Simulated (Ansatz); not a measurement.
**Worked example: correlation energy of Ag–CH3, singlet**

Geometry: displaced at random from a stationary point.

```xyz
5

Ag   -0.2456    0.0028    0.0008
C     1.6756   -0.0041    0.0007
H     2.0788   -1.0752   -0.0043
H     2.1783    0.4283    0.9037
H     2.0651    0.4004   -0.9940
```

Basis def2-SVP with its core potentials; Ansatz 0.2.0. Only valence electrons are correlated (noble-gas cores frozen), which leaves 18 electrons in 55 orbitals. R marks a restricted (for open shells ROHF) determinant. No spin–orbit coupling is included; scalar relativity enters through the core potentials alone. The metal's outer-core shells are frozen, which leaves out core–valence correlation.

Full CI isn't at hand for all of this; RCCSDT(Q) serves as the reference, and is uncertain by about the last step of the cluster series.

Runs differ by some tens of microhartree through their thresholds, so steps under 0.03 kcal/mol mean nothing.

```json
{"level": "RHF", "total energy (hartree)": "-185.606086"}
{"level": "RMP2", "total energy (hartree)": "-186.026092"}
{"level": "RCCSD", "total energy (hartree)": "-186.030356"}
{"level": "RCCSD(T)", "total energy (hartree)": "-186.043665"}
{"level": "RCCSDT", "total energy (hartree)": "-186.043573"}
{"level": "RCCSDT(Q)", "total energy (hartree)": "-186.044000"}
```

Q: What is the correlation energy at RCCSDT(Q), and what share of it do RMP2 and RCCSDT recover?

A: E(corr) = -186.044000 − (-185.606086) = -0.437914 hartree = -11.916 eV. RMP2: -0.420006 / -0.437914 = 95.91 %. RCCSDT: -0.437487 / -0.437914 = 99.90 %.

Q: By how many kcal/mol does RCCSD(T) miss RCCSDT(Q) (1 hartree = 627.509 kcal/mol), and which steps make up the rest?

A: -186.043665 − (-186.044000) = 0.000335 hartree = 0.21 kcal/mol. Steps: RCCSDT − RCCSD(T) = 0.06, RCCSDT(Q) − RCCSDT = -0.27 kcal/mol. That is within 1 kcal/mol of the reference in this basis, which itself misses far more of the correlation at the basis-set limit.
